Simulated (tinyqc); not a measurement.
Worked calculation: UKS/PBE0 in the sto-3g basis, for H2O+, spin multiplicity 2. Computed by tinyqc, a small Python program that keeps every step (integrals from PySCF). Settings: charge = 1, multiplicity = 2, basis = sto-3g, energy threshold = 1e-09, iteration cap = 76, orthogonalisation = canonical, start = random, DIIS depth = 3, DIIS from iteration = 3, method = UKS, functional = pbe0, grid = [10, 26]. Command: `OMP_NUM_THREADS=1 python tinyqc.py 25353 25354 out.jsonl` (the two numbers bound the seeds that draw the settings). One thread of a shared host (Intel(R) Xeon(R) Processor @ 2.60GHz), about 3 s of CPU time with the checks.

Geometry (angstrom):
```
atom         x          y         z
O     0.000000   0.000000  0.000000
H     0.000000   1.034000  0.860000
H     0.000000  -1.034000  0.860000
```

Stop when the energy changes by less than 1e-09 hartree and every element of the error matrix X^T (F D S - S D F) X (for each spin) is below 9e-06.

Course of the cycle:
```
iteration   E (hartree)     change  largest element of the error matrix
1          -68.24109180          -                             3.49e+00
2          -74.13183434  -5.89e+00                             2.70e-01
3          -73.73982064   3.92e-01                             5.33e-01
4          -74.25746380  -5.18e-01                             2.70e-01
5          -74.74015887  -4.83e-01                             1.15e-02
6          -74.74075683  -5.98e-04                             5.13e-03
7          -74.74095665  -2.00e-04                             1.76e-03
8          -74.74101109  -5.44e-05                             1.99e-03
9          -74.74103946  -2.84e-05                             1.46e-04
10         -74.74103978  -3.15e-07                             7.23e-05
11         -74.74103986  -8.08e-08                             2.07e-05
12         -74.74103987  -1.06e-08                             2.30e-05
13         -74.74103987  -1.59e-09                             7.05e-06
14         -74.74103987  -1.09e-09                             2.49e-06
15         -74.74103987  -1.48e-10                             1.28e-06
```

Can the last value be used, and what does the course show?

Yes. Converged in 15 iterations. The coarse grid moves the energy by +9.78e-02 hartree. PySCF UKS in the same basis, fine grid, after a stability check = -74.83884056 hartree, which differs from a converged run on this coarse grid by the grid error.
